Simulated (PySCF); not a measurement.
Compound: pyrimidine, C4H4N2.
Cartesian coordinates in Å at the PBE0-D3(BJ)/def2-SVP level; atoms count from 1:
```xyz
10
C4H4N2 angstrom
C     -1.135    0.078    0.079
C     -0.484   -1.152    0.024
N      0.840   -1.250   -0.068
C      1.514   -0.104   -0.105
N      1.003    1.123   -0.060
C     -0.322    1.208    0.032
H     -2.221    0.152    0.153
H     -1.049   -2.092    0.054
H      2.605   -0.178   -0.180
H     -0.753    2.215    0.070
```

NICS = −σ at a ghost point: NICS(0) at the centroid of the ring atoms, NICS(1) 1 Å to either side along the normal of their mean plane, zz for the tensor component along that normal. Level: GIAO HF/pcSseg-2 (PySCF, non-relativistic, gas phase) on the PBE0-D3(BJ)/def2-SVP geometry, one conformer.

Ring bond lengths (Å): C1–C2 1.393, C2–N3 1.330, N3–C4 1.330, C4–N5 1.330, N5–C6 1.330, C6–C1 1.393.

Give the NICS values of each ring in ppm.

| ring | type | NICS(0) | NICS(1), two faces | NICS(1)zz, two faces | rms pucker (Å) | centre to ring atoms, mean (Å) |
| --- | --- | --- | --- | --- | --- | --- |
| C1–C2–N3–C4–N5–C6 | 6-membered ring with 2 N; formal bonds all aromatic | -6.6 | -10.1 / -10.1 | -29.4 / -29.4 | 0.00 | 1.35 |

What can be read from them?

- C1–C2–N3–C4–N5–C6: mean NICS(1)zz -29.4 ppm, shielded, aromatic by this magnetic criterion (flat ring, no four-coordinate atom).

What does the geometric index give? HOMA = 1 − mean of α(R − Ropt)² over the ring bonds, with Krygowski's 1993 parameters (CC: Ropt 1.388 Å, α 257.7 Å⁻²; CN: Ropt 1.334 Å, α 93.52 Å⁻²).

- C1–C2–N3–C4–N5–C6: HOMA 1.00; the largest term is that of C6–C1, α(R − Ropt)² = 0.01. The geometric and the magnetic index point the same way.

What is the mean of the two in-plane components of NICS at the second NICS(1) probe listed for ring C1–C2–N3–C4–N5–C6, 1 Å off the ring?

The isotropic value is a third of the trace: (3 × -10.1 − (-29.4))/2 = -0.4 ppm.

How shielded are the nuclei of the rings and their hydrogens (means over atoms taken as equivalent)?

| atoms | environment | σ isotropic (ppm) |
| --- | --- | --- |
| C1 | aromatic CH carbon | 67.8 |
| C2 (×2) | aromatic CH next to a ring nitrogen | 19.0 |
| N3 (×2) | pyridine-type nitrogen | -63.6 |
| C4 | aromatic CH next to a ring nitrogen | 18.7 |
| H7 | aromatic hydrogen | 24.51 |
| H8 (×2) | aromatic hydrogen | 22.69 |
| H9 | aromatic hydrogen | 22.36 |

How do the values depend on the level or the medium?

```tsv
level	NICS(0), C1–C2–N3–C4–N5–C6	mean NICS(1)zz, C1–C2–N3–C4–N5–C6
HF/pcSseg-2, gas	-6.6	-29.4
PBE0/pcSseg-1, gas	-6.1	-27.9
BLYP/pcSseg-2, gas	-5.3	-27.1
BP86/pcSseg-2, gas	-5.3	-27.3
LDA/pcSseg-2, gas	-4.9	-27.3
OPBE/pcSseg-2, gas	-5.7	-27.4
PBE/pcSseg-2, gas	-5.2	-27.2
B97-2/pcSseg-2, gas	-5.8	-28.0
```

The geometry is the same throughout.
